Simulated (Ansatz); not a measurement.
# Si2N+ (quintet): wave-function methods side by side, cc-pVDZ

The task here is to estimate one member of a computed series from the others.

Method: cc-pVDZ, core rule «outside noble gas», up to 11 orbitals frozen; program: Ansatz 0.2.0, Gaussian basis.

To be run: UHF; CCSD(T) on ROHF; CCSD(T) on UHF; BCCD(T) on ROHF; CISD; CCSDT(Q) on ROHF; CCSDT(Q) on UHF; CASSCF and MRCISD+Q, 10 electrons in 11 orbitals; CASSCF and NEVPT2, 10 electrons in 11 orbitals.

21 further runs of the same task are left out: 1 for a known fault of the program, 9 that didn't finish, 11 set aside as unsound or not needed.

**What is computed**

The geometry is a PBE0/def2-TZVP stationary point (not a proven minimum) of the parent state, kept for this charge and spin.

3 atoms, charge 1, spin multiplicity 5.

Atoms are counted from 1 here; the program's logs count them from 0.

Bond lengths: N1–Si2 1.661 Å, Si2–Si3 2.244 Å. Angles: N1–Si2–Si3 180.0°.

The first run:

File in.yaml:

```yaml
crystal:
  periodic: [false, false, false]
  atoms:
    - {symbol: N, position_ang: [0.000000, 0.000000, -1.854900]}
    - {symbol: Si, position_ang: [0.000000, 0.000000, -0.194400]}
    - {symbol: Si, position_ang: [0.000000, 0.000000, 2.049300]}
basis:
  gaussian: {orbitals: cc-pVDZ}
total_charge: 1
magnetization: {spin_polarized: true, initial_magnetization: 4}
hamiltonian: {xc: hf}
output: {orbitals: {seedname: orbitals}}
```

Command:

```bash
> ansatz run in.yaml --threads 1 --pin off --events-out ev --progress --plain --max-ram 2393MiB
```

Among the steps run: UHF; CCSD(T) on ROHF; CCSD(T) on UHF; BCCD(T) on ROHF; CISD; CCSDT(Q) on ROHF; CCSDT(Q) on UHF; CASSCF and MRCISD+Q, 10 electrons in 11 orbitals; CASSCF and NEVPT2, 10 electrons in 11 orbitals.

One table of the session follows, with a row left open; its other results are not shown here.

It belongs to the step «Misses and costs». 

```
          method  from RCCSDT(Q) (kJ/mol)
            ROHF                   +725.7
             UHF                   +696.5
            RMP2                   +149.4
            UMP2                        ?
            CISD                    +98.7
           RCCSD                    +36.1
           UCCSD                    +35.5
        RCCSD(T)                     +8.6
        UCCSD(T)                     +8.8
         BCCD(T)                     +8.7
          RCCSDT                     +2.4
          UCCSDT                     +2.3
       RCCSDT(Q)                        0
       UCCSDT(Q)                     -0.2
  CASSCF valence                   +513.0
  NEVPT2 valence                   +101.8
  MRCISD valence                    +45.3
MRCISD+Q valence                     +3.9
```

Q: Estimate the row for UMP2 from the others.

As computed: from RCCSDT(Q) (kJ/mol): +153.1. In the column «from RCCSDT(Q) (kJ/mol)» it lies between RMP2 (+149.4) and CASSCF valence (+513.0).

Caveats from the session: Restricted and unrestricted rows rest on different reference determinants; where their highest levels disagree by more than a few hundredths of an eV, they describe different states and don't form one ladder.
